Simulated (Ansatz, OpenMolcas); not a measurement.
A ladder of methods for C2HF2 (SMILES [CH]=C(F)F)

C2HF2: 5 atoms, total charge 0, spin state doublet. As SMILES, `[CH]=C(F)F`. The shape is that of a PBE0-D4/def2-TZVP optimisation.

Each level gives the vertical ionisation energy (to the singlet cation) (eV). The values are calculated.

| level | kind | program | value (eV) | less CCSD(T)/aug-cc-pVDZ | CPU time (all runs) |
| --- | --- | --- | --- | --- | --- |
| UHF/aug-cc-pVDZ | Hartree–Fock | Ansatz | 10.95 | -0.22 | 6.2 s |
| USVWN5/aug-cc-pVDZ | LDA | Ansatz | 11.22 | +0.05 | 9.2 s |
| UPBE/aug-cc-pVDZ | GGA | OpenMolcas | 11.12 | -0.05 | 1.8 min |
| UM06-L/aug-cc-pVDZ | meta-GGA | OpenMolcas | 11.18 | +0.01 | 2.5 min |
| UBHLYP/aug-cc-pVDZ | global hybrid | Ansatz | 11.34 | +0.17 | 19 s |
| U-wB97X/aug-cc-pVDZ | range-separated hybrid | Ansatz | 11.25 | +0.08 | 68 s |
| RPA@PBE/aug-cc-pVDZ | RPA | Ansatz | 11.03 | -0.14 | 30 s |
| UCCSD(T)/aug-cc-pVDZ | coupled cluster or CI | Ansatz | 11.17 | 0.00 | 2.8 min |

UCCSD(T)/aug-cc-pVDZ is the highest level here, not the true value. The values span 10.95 to 11.34 eV. Spin contamination of the reference (⟨S²⟩ at least 0.1 too high) touches UHF/aug-cc-pVDZ, UCCSD(T)/aug-cc-pVDZ (up to 0.15 too high). CPU times are rough (shared hosts, several kinds of processor and program).
